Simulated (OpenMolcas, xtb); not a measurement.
BNH3Cl (SMILES NBCl): the dipole moment, rung by rung

The species is BNH3Cl (6 atoms), meant as a singlet with charge 0. As SMILES, `NBCl`. The shape is that of a PBE0-D4/def2-TZVP optimisation.

```xyz
6

N    -0.3956   -0.0078   -0.6580
B     0.3696   -0.1589    0.4837
Cl    0.5299    1.1893    1.6160
H    -0.5118   -0.7493   -1.3266
H    -0.8786    0.8445   -0.8882
H     0.9288   -1.1819    0.7271
```

Quantity: the dipole moment, in D. The values are calculated.

```csv
level,kind,program,value (D)
GFN0-xTB,semi-empirical,xtb,2.91
HF/aug-cc-pVDZ,Hartree–Fock,OpenMolcas,2.71
SVWN5/aug-cc-pVDZ,LDA,OpenMolcas,2.71
BLYP/aug-cc-pVDZ,GGA,OpenMolcas,2.65
M06-L/aug-cc-pVDZ,meta-GGA,OpenMolcas,2.74
TPSS/aug-cc-pVDZ,meta-GGA,OpenMolcas,2.71
B3LYP/aug-cc-pVDZ,global hybrid,OpenMolcas,2.68
```

The values span 2.65 to 2.91 D.
